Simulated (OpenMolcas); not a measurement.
# How methods differ on AlH3O (SMILES [OH][AlH2])

AlH3O has 5 atoms, charge 0, and is taken as a singlet. SMILES: `[OH][AlH2]`. Geometry: a GFN2-xTB relaxation, a rough one for these elements and not checked as a minimum.

```csv
atom,x (Å),y (Å),z (Å)
O,0.4668,-0.8405,0.5301
Al,-0.2293,0.4110,-0.2596
H,0.8711,-1.5660,0.9879
H,-1.1462,0.1480,-1.4573
H,0.0375,1.8474,0.1989
```

Each level gives the energy change with the O1–H3 bond stretched from 0.948 to 1.185 Å (eV). The values are calculated.

| level | kind | program | value (eV) | less FCI/STO-3G |
| --- | --- | --- | --- | --- |
| HF/STO-3G (restricted) | Hartree–Fock | OpenMolcas | 1.23 | +0.45 |
| SVWN5/STO-3G (restricted) | LDA | OpenMolcas | 0.73 | -0.05 |
| PBE/STO-3G (restricted) | GGA | OpenMolcas | 0.66 | -0.12 |
| r2SCAN/STO-3G (restricted) | meta-GGA | OpenMolcas | 0.80 | +0.02 |
| B3LYP/STO-3G (restricted) | global hybrid | OpenMolcas | 0.76 | -0.02 |
| M06-2X/STO-3G (restricted) | hybrid meta-GGA | OpenMolcas | 0.89 | +0.11 |
| CCSD(T)/STO-3G (restricted) | coupled cluster or CI | OpenMolcas | 0.78 | 0.00 |
| CISD/STO-3G (restricted) | coupled cluster or CI | OpenMolcas | 0.83 | +0.05 |
| FCI/STO-3G | exact in the basis | OpenMolcas | 0.78 | 0.00 |

FCI/STO-3G is exact within its basis and frozen core, so for wave-function methods in that basis the difference is their error; functionals converge differently with the basis, so for them it is only a difference. The first shape isn't each level's own minimum. The values span 0.66 to 1.23 eV. All rows use very small basis sets, so even the best lies far from the true value.
